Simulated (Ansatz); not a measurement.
# C₃H₄FN: up Jacob's ladder to CCSD(T)

An exercise on one series of results from a longer session: the logs are not shown, and one member is left open.

Program: Ansatz 0.2.0, Gaussian basis. Level of theory: functionals in def2-TZVPP, the program's frozen cores in correlated methods. These are calculated values, not measurements.

The runs, in order: LDA (SPW92), PBE-D4, revPBE-D4, BLYP-D4, r2SCAN-D4, B97M-V, PBE0-D4, B3LYP-D4, r2SCANh-D4, r2SCAN0-D4, HSE06-D4, BHLYP-D4, CAM-B3LYP-D4, LC-ωPBE, ωB97X-V, ωB97M-V, B2PLYP, PBE-QIDH; CCSD(T)/def2-SVP; CCSD(T)/def2-TZVPP; MP2/def2-QZVPP; extrapolation to the limit; RPA on PBE.

## The geometry

The geometry comes from an earlier relaxation with PBE0-D4 in a triple-zeta def2 set; it is a stationary point, not always the lowest conformer.

9 atoms, charge 0, spin multiplicity 1.

Atoms are counted from 1 here; the program's logs count them from 0.

Bond lengths: N1–C2 1.410 Å, N1–H6 1.013 Å, N1–H7 1.013 Å, C2–F3 1.409 Å, C2–C4 1.457 Å, C2–C5 1.457 Å, C4–C5 1.300 Å, C4–H8 1.078 Å, C5–H9 1.078 Å. Angles: C2–N1–H6 110.5°, C2–N1–H7 110.5°, H6–N1–H7 107.6°, N1–C2–F3 111.2°, N1–C2–C4 124.7°, N1–C2–C5 124.7°, F3–C2–C4 116.0°, F3–C2–C5 116.0°, C4–C2–C5 53.0°, C2–C4–C5 63.5°, C2–C4–H8 147.3°, C5–C4–H8 149.2°, C2–C5–C4 63.5°, C2–C5–H9 147.3°, C4–C5–H9 149.2°.

The first run:

The input, in.yaml:

```yaml
crystal:
  periodic: [false, false, false]
  atoms:
    - {symbol: N, position_ang: [-0.377310, 0.877133, -1.012959]}
    - {symbol: C, position_ang: [0.137619, -0.161245, -0.210192]}
    - {symbol: F, position_ang: [0.837017, -1.105861, -0.986536]}
    - {symbol: C, position_ang: [-0.502185, -0.673050, 0.994605]}
    - {symbol: C, position_ang: [0.596536, 0.002040, 1.162960]}
    - {symbol: H, position_ang: [-1.009786, 0.505791, -1.711779]}
    - {symbol: H, position_ang: [0.371765, 1.354895, -1.499691]}
    - {symbol: H, position_ang: [-1.313582, -1.240925, 1.419193]}
    - {symbol: H, position_ang: [1.348626, 0.394822, 1.827197]}
basis:
  gaussian: {orbitals: def2-TZVPP}
hamiltonian: {xc: lda}
output: {orbitals: {seedname: orbitals}}
```

Steps of the session up to this table: LDA; PBE-D4 (GGA); revPBE-D4 (GGA); BLYP-D4 (GGA); r2SCAN-D4 (meta-GGA); B97M-V (meta-GGA); PBE0-D4 (hybrid); B3LYP-D4 (hybrid); r2SCANh-D4 (hybrid); r2SCAN0-D4 (hybrid); HSE06-D4 (hybrid); BHLYP-D4 (hybrid); CAM-B3LYP-D4 (range-separated); LC-ωPBE (range-separated); ωB97X-V (range-separated); ωB97M-V (range-separated); B2PLYP (double hybrid); PBE-QIDH (double hybrid).

One table of the session follows, with a row left open; its other results are not shown here.

It belongs to the step «Frontier levels by functional». 

| functional | HOMO (eV) | gap (eV) |
| --- | --- | --- |
| LDA (SPW92) | -6.16 | 4.60 |
| PBE-D4 | -6.00 | 4.71 |
| revPBE-D4 | -5.93 | 4.75 |
| BLYP-D4 | -5.89 | 4.72 |
| r2SCAN-D4 | ? | ? |
| B97M-V | -6.48 | 5.56 |
| PBE0-D4 | -7.56 | 7.36 |
| B3LYP-D4 | -7.30 | 6.83 |
| r2SCANh-D4 | -6.92 | 6.29 |
| r2SCAN0-D4 | -7.80 | 7.75 |
| HSE06-D4 | -7.15 | 6.56 |
| BHLYP-D4 | -8.98 | 9.92 |
| CAM-B3LYP-D4 | -9.02 | 9.98 |
| LC-ωPBE | -10.44 | 12.66 |
| ωB97X-V | -10.06 | 12.18 |
| ωB97M-V | -9.97 | 11.95 |

Q: Estimate the row for r2SCAN-D4 from the others.

Worked estimate for «HOMO (eV)». Against the share of exact exchange, r2SCANh-D4 (0.1, -6.92), r2SCAN0-D4 (0.25, -7.80) give a slope of -5.87 per unit share; at 0 the line stands at -6.33.

The run gave: HOMO (eV): -6.33; gap (eV): 5.31. In «HOMO (eV)» the line misses by 0.00.
